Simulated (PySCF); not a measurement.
Relaxation of singlet H2PN

Method: PBE0/[P def2-TZVP, N def2-TZVP, H def2-TZVP], no relativity, density fitting, PySCF. A (50,194) grid was used.

A hand-made T-shaped (ligand arrangement 1) start, of Cs symmetry, held to at least that symmetry:

```xyz
4
charge 0 multiplicity 1, angstrom
P     0.4518    0.0000   -0.0486
N    -1.1672    0.0000    0.0079
H     0.4518    0.0000    1.3814
H     1.8809    0.0000    0.0013
```

Optimiser trace:
| step | E − E(last) (kJ/mol) | largest gradient (Eh/bohr) |
| --- | --- | --- |
| 0 | 231.21 | 0.10361 |
| 1 | 82.64 | 0.05111 |
| 2 | 21.50 | 0.04164 |
| 3 | 10.91 | 0.04706 |
| 4 | 0.98 | 0.00483 |
| 5 | 0.10 | 0.00650 |
| 6 | 0.00 | 0.00050 |
| 7 | 0.00 | 0.00017 |

It ends at C2v with P–H 1.419 Å (×2), P–N 1.504 Å; H–P–H 104.8°, H–P–N 127.6° (×2). A frequency run shows a minimum.

The relaxation took 13 s on 2 threads of a shared Arm Neoverse V1 host, with 80 basis functions and 8 gradients; the process peaked at 0.51 GiB.
